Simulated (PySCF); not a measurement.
Run record: geometry optimisation, `p12p3p1p23`.

Computed with PBE0-D3(BJ)/def2-SVP geometry optimisation, gas phase (PySCF 2.14.0). Start geometry: GFN2-xTB. The input is one job of a driver script: a line of settings, then coordinates in Å.

Command:
```bash
OMP_NUM_THREADS=1 python probes_run.py task.json out
```

Input:
```
{"job": {"xc": "PBE0", "basis": "def2-SVP", "d3": "d3bj", "grid": 1, "kind": "geom"}, "charge": 0, "multiplicity": 1}
P      1.223131    -0.173694    -0.524601
P     -0.466352     1.202035    -0.363094
P     -0.816944    -0.951945    -0.463513
P      0.070399    -0.071624     1.328354
```

Output:
```
step   0  E = -1364.53332956  max force = 0.009345
step   1  E = -1364.53368545  max force = 0.000891
step   2  E = -1364.53369070  max force = 0.000347
step   3  E = -1364.53369897  max force = 0.001234
step   4  E = -1364.53369998  max force = 0.002904
step   5  E = -1364.53370895  max force = 0.003331
step   6  E = -1364.53372698  max force = 0.002561
step   7  E = -1364.53374348  max force = 0.001465
step   8  E = -1364.53374893  max force = 0.000119
optimisation converged
```

Energies in Eh; «max force» is the largest Cartesian gradient component in Eh/bohr.

Task: Give the first gradient maximum in eV/Å.

Result: With 1 Eh/bohr = 51.422 eV/Å, 0.481 eV/Å.

Task: How much energy does the optimisation release, in eV?

Result: E(step 0) − E(last step) = 0.000419 Eh, which is 0.011 eV.

In short: final energy -1364.53375 Eh after 8 steps; dipole 0.00 D.

On Arm Neoverse V1, one thread, no GPU, on a shared host, this took 16 s of wall time and 0.33 GiB of memory at its peak.
Labels such as C1 count atoms from 1, the log's own numbers from 0.
